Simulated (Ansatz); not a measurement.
Consider the hydrogenolysis of a C–F bond: `C#CC(O)(F)S` + H₂ → `C#CC(O)S` + H–F.

Program: Ansatz. Geometries: PBE0-D4/def2-TZVP. ΔE: electronic, gas phase. CCSD(T)/CBS is the MP2 limit (def2-TZVPP, def2-QZVPP) plus CCSD(T) − MP2 in def2-TZVPP, frozen cores. This one scheme is used for every species. Functionals use def2-TZVPP. B3LYP here is the variant with VWN-RPA as its local correlation; programs differ in this. Each species was taken in one conformer, which may not be the lowest.

| level | ΔE (kcal/mol) | difference from CCSD(T)/CBS |
| --- | --- | --- |
| LDA (SPW92) | -15.0 | 5.0 |
| BLYP-D4 | -15.7 | 4.3 |
| B97M-V | -15.8 | 4.2 |
| B3LYP-D4 | -17.3 | 2.7 |
| BHLYP-D4 | -18.7 | 1.3 |
| CAM-B3LYP-D4 | -16.8 | 3.2 |
| revPBE | -17.7 | 2.3 |
| MP2/def2-SVP | -14.3 | 5.7 |
| MP2/def2-QZVPP | -20.8 | -0.8 |
| SCS-MP2/def2-QZVPP | -20.2 | -0.2 |
| CCSD(T)/CBS | -20.0 | 0 |

Largest T1 diagnostic among the species: 0.013.

Leaving LDA and LC-ωPBE aside and taking each functional with its dispersion term where it has one, the values, not all of them listed here, spread over 4.4 kcal/mol, from PBE-QIDH to r2SCAN-D4. LDA lies +1.9 kcal/mol from PBE without D4. From BLYP to BHLYP (50 % exact exchange), in def2-TZVPP and without D4, ΔE moves by −2.6 kcal/mol. At CCSD(T), def2-SVP lies +6.4 kcal/mol from the extrapolated value and def2-TZVPP +1.0 kcal/mol.

CCSD(T)/CBS has its own doubt, a few kJ/mol and more with outer-core shells, so smaller differences from it don't rank the levels.
